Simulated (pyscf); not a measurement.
Single points on ωB97X-D3(BJ)/def2-SVP structures (PySCF, gas phase).

Q: Estimate by transition-state theory the rate constant of Cl–GeH₂–Cl (SMILES [Cl][GeH2][Cl]) + HCl (SMILES Cl) → Cl–GeH(Cl)–Cl (SMILES [Cl][GeH]([Cl])[Cl]) + H₂ (SMILES [H][H]) (singlet surface; Ge–H, Cl–H broken, Cl–Ge, H–H formed) at 1200 K, with ωB97M-D3(BJ)/def2-TZVP energies (ideal gas, 1 atm, RRHO with modes under 100 cm⁻¹ raised to 100, one conformer, R ln 2 for rigid chiral ones; no tunnelling).

A: The electronic barrier is 47.1 kcal/mol and the thermal terms add +35.9, so ΔG‡ = 83.1 kcal/mol. With k_BT/h = 2.50e+13 s⁻¹ and RT = 2.385 kcal/mol, and a volume of 1.64e-19 cm³ per molecule at 1 atm, k = 3.1e-21 cm³ molecule⁻¹ s⁻¹. Wigner's tunnelling factor for 1296i cm⁻¹ would be 1.10. A shift of 1 kcal/mol in the barrier changes k by a factor 1.5. The same reactants have a lower exit, to Cl–GeH: [singlet] + HCl + HCl (highest point, the separated products, at +41.8 kcal/mol at ωB97M-D3(BJ), against +47.1 kcal/mol here). This is the saddle that the search found; another between the same sides may lie lower. Elements up to Kr have no core potential and no relativistic terms here.
